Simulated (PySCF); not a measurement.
# BH (SMILES [BH]) at BLYP/def2-TZVPPD

Aim: the vertical singlet–triplet gap of BH at BLYP/def2-TZVPPD, from 2 runs. The job is set up through a Python script.

Program for the calculation: PySCF 2.14.0.

3 further runs of the same task are left out: 1 that didn't finish, 2 set aside as unsound or not needed.

**1. The structure to begin with**

BH has 2 atoms, charge 0, and is taken as a singlet. As SMILES, `[BH]`. The bond length is the measured one.

Bond lengths: B1–H2 1.232 Å.

**2. A single-point energy at BLYP/def2-TZVPPD**

job.py

```python
from pyscf import gto, dft

molecule = gto.M(
    atom='''
B      0.000000     0.000000     0.000000
H      0.000000     0.000000     2.328898
''',
    unit='bohr',
    basis='def2-tzvppd',
    verbose=4,
    max_memory=1860,
)

mf = dft.RKS(molecule, xc='blyp')
mf.grids.level = 5
mf.conv_tol = 1e-10
mf.kernel()
if not mf.converged:
    mf = mf.newton().run(mf.mo_coeff, mf.mo_occ)

e_tot = mf.e_tot
print(f'total energy: {e_tot:.8f} hartree')
```

Command:

```
$ OMP_NUM_THREADS=1 python job.py
```

The log of the run:

```text
PySCF version 2.14.0

[INPUT] num. atoms = 2
[INPUT] num. electrons = 6
[INPUT] charge = 0
[INPUT] spin (= nelec alpha-beta = 2S) = 0
[INPUT] symmetry False subgroup None
[INPUT] Mole.unit = bohr
[INPUT] Symbol           X                Y                Z      unit          X                Y                Z       unit  Magmom
[INPUT]  1 B      0.000000000000   0.000000000000   0.000000000000 AA    0.000000000000   0.000000000000   0.000000000000 Bohr   0.0
[INPUT]  2 H      0.000000000000   0.000000000000   1.232399748157 AA    0.000000000000   0.000000000000   2.328898000000 Bohr   0.0

nuclear repulsion = 2.1469381656045
number of shells = 20
number of NR pGTOs = 71
number of NR cGTOs = 54
basis = def2-tzvppd
ecp = {}

******** <class 'pyscf.dft.rks.RKS'> ********
method = RKS
initial guess = minao
damping factor = 0
level_shift factor = 0
DIIS = <class 'pyscf.scf.diis.CDIIS'>
diis_start_cycle = 1
diis_space = 8
diis_damp = 0
SCF conv_tol = 1e-10
SCF conv_tol_grad = None
SCF max_cycles = 50
direct_scf = True
direct_scf_tol = 1e-13
XC library pyscf.dft.libxc version 7.0.0
    S. Lehtola, C. Steigemann, M. J.T. Oliveira, and M. A.L. Marques.,  SoftwareX 7, 1–5 (2018)
XC functionals = blyp
    A. D. Becke.,  Phys. Rev. A 38, 3098 (1988)
    C. Lee, W. Yang, and R. G. Parr.,  Phys. Rev. B 37, 785 (1988)
    B. Miehlich, A. Savin, H. Stoll, and H. Preuss.,  Chem. Phys. Lett. 157, 200 (1989)
radial grids:
    Treutler-Ahlrichs [JCP 102, 346 (1995); DOI:10.1063/1.469408] (M4) radial grids

becke partition: Becke, JCP 88, 2547 (1988); DOI:10.1063/1.454033
pruning grids: <function nwchem_prune>
grids dens level: 5
symmetrized grids: False
atomic radii adjust function: <function treutler_atomic_radii_adjust>
small_rho_cutoff = 0
Set gradient conv threshold to 1e-05
Initial guess from minao.
tot grids = 66704
init E= -25.1942615551369
  HOMO = -0.212835043859618  LUMO = -0.116209897561371  gap/eV = 2.62930
cycle= 1 E= -25.2783619388027  delta_E= -0.0841  |g|= 0.0977  |ddm|= 0.803
  HOMO = -0.197238135280143  LUMO = -0.12542128439055  gap/eV = 1.95424
cycle= 2 E= -25.2811919339596  delta_E= -0.00283  |g|= 0.0288  |ddm|= 0.156
  HOMO = -0.19867228484145  LUMO = -0.121976732994384  gap/eV = 2.08699
cycle= 3 E= -25.2814389288258  delta_E= -0.000247  |g|= 0.00774  |ddm|= 0.0398
  HOMO = -0.201067098417703  LUMO = -0.123775279921419  gap/eV = 2.10322
cycle= 4 E= -25.2814674669487  delta_E= -2.85e-05  |g|= 0.00105  |ddm|= 0.0103
  HOMO = -0.200671984393766  LUMO = -0.123459703588816  gap/eV = 2.10105
cycle= 5 E= -25.2814679533648  delta_E= -4.86e-07  |g|= 8.66e-05  |ddm|= 0.00159
  HOMO = -0.200679071350057  LUMO = -0.123472677143817  gap/eV = 2.10089
cycle= 6 E= -25.2814679573539  delta_E= -3.99e-09  |g|= 1.79e-05  |ddm|= 0.000179
  HOMO = -0.200675513573753  LUMO = -0.123468409548407  gap/eV = 2.10091
cycle= 7 E= -25.2814679574812  delta_E= -1.27e-10  |g|= 1.73e-06  |ddm|= 2.77e-05
  HOMO = -0.200675874847951  LUMO = -0.123468970464393  gap/eV = 2.10091
cycle= 8 E= -25.2814679574827  delta_E= -1.41e-12  |g|= 4.12e-08  |ddm|= 2.83e-06
  HOMO = -0.200675854330068  LUMO = -0.123468949591455  gap/eV = 2.10091
Extra cycle  E= -25.2814679574826  delta_E= 1.42e-14  |g|= 2.03e-08  |ddm|= 9.09e-08
converged SCF energy = -25.2814679574826
total energy: -25.28146796 hartree
```

Wall time 3.3 s (1 thread of Arm Neoverse N1, shared host); peak memory 0.26 GiB.

**3. The triplet at the same level**

start.xyz

```xyz
2
BH
B      0.000000     0.000000     0.000000
H      0.000000     0.000000     1.232400
```

job.py

```python
from pyscf import gto, dft

molecule = gto.M(
    atom='start.xyz',
    charge=0,
    spin=2,
    basis='def2-tzvppd',
    max_memory=1860,
    verbose=3,
)

myscf = dft.UKS(molecule)
myscf.xc = 'blyp'
myscf.grids.level = 5
myscf.conv_tol = 1e-10
myscf.kernel()
if not myscf.converged:
    myscf = myscf.newton().run(myscf.mo_coeff, myscf.mo_occ)

energy = myscf.e_tot
print('E(%s) = %.9f' % ('BLYP', energy))
```

Command:

```
$ OMP_NUM_THREADS=1 python job.py
```

The log of the run:

```text
WARN: HOMO -0.116209888603062 >= LUMO -0.212835039707558

WARN: HOMO -0.166751984873468 >= LUMO -0.177576934825666

WARN: HOMO -0.14797046530561 >= LUMO -0.154799073142881

WARN: HOMO -0.150442906885944 >= LUMO -0.152060905748179

WARN: HOMO -0.150356451949857 >= LUMO -0.151473897666197

WARN: HOMO -0.150505689727726 >= LUMO -0.15156636043954

WARN: HOMO -0.15048353517969 >= LUMO -0.151508459510229

WARN: HOMO -0.150481850471655 >= LUMO -0.151507492922811

WARN: HOMO -0.15048206818158 >= LUMO -0.151507914439081

converged SCF energy = -25.2385381103155  <S^2> = 2.0013546  2S+1 = 3.0009029
E(BLYP) = -25.238538110
```

Run time: 4.5 s. Hardware: 1 thread of Arm Neoverse N1, shared host; peak memory 0.27 GiB.

**4. Results**

Level: BLYP/def2-TZVPPD.

| quantity | value |
| --- | --- |
| singlet: total energy | -25.28147 Eh |
| singlet: dipole moment | 1.52 D |
| singlet: HOMO energy | -5.46 eV |
| singlet: LUMO energy | -3.36 eV |
| singlet: HOMO–LUMO gap | 2.10 eV |
| triplet: total energy | -25.23854 Eh |
| triplet: dipole moment | 0.19 D |
| triplet: HOMO energy (highest over α and β) | -4.09 eV |
| triplet: ⟨S²⟩ | 2.001 |
| vertical energy of the triplet above the singlet | 1.168 eV |

At this shape the triplet lies 1.17 eV (27 kcal/mol) above the singlet.
